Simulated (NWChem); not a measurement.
**Correlation energy of hydrogen peroxide (H₂O₂)**

```
O
H 1 0.9670
O 1 1.4185 2 101.03
H 3 0.9670 1 101.03 2 117.50
```
Charge 0, spin multiplicity 1.

Everything below was run with NWChem. Structure: optimised with PBE0/def2-SVP, a minimum by its harmonic frequencies. It is one conformer; others weren't searched.

Basis set: cc-pVDZ. Each correlation energy counts from its own Hartree-Fock reference.

The correlated methods keep 2 core orbitals frozen. Coupled-cluster values serve here as a point of comparison, not as the truth.

Q: One of these methods gave a correlation energy of -384.2 mHa. Which?
A) CR-CCSD[T]
B) RI-MP2
C) CCSD
D) SCS-MP2

A: B, RI-MP2. The others give -375.9 (SCS-MP2), -405.9 (CR-CCSD[T]), -398.4 (CCSD).
